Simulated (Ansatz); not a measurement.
Consider the isomerisation: `C/C(F)=C(/C)Cl` → `C/C(Cl)=C/CF`.

Gas-phase electronic energies from Ansatz, PBE0-D4/def2-TZVP geometries. CBS: MP2 limit from def2 TZ/QZ plus the TZ coupled-cluster correction, frozen cores. Double bonds are as drawn, so ΔE can hold a change between cis and trans. Each species was taken in one conformer, which may not be the lowest.

| level | ΔE (eV) |
| --- | --- |
| CCSD(T)/def2-TZVPP | 0.14 |
| HF/def2-QZVPP | 0.08 |

(1) What does CCSD(T)/CBS give? (An estimate is asked.)

Largest T1 diagnostic among the species: 0.011.

Results:

(1) Ansatz gave: +0.14 eV. The listed levels differ from it by 0.00, -0.06 eV.

In def2-TZVPP, CCSD(T) changes the Hartree–Fock value by +0.06 eV (the triples alone add +0.01 eV) and MP2 by +0.07 eV.
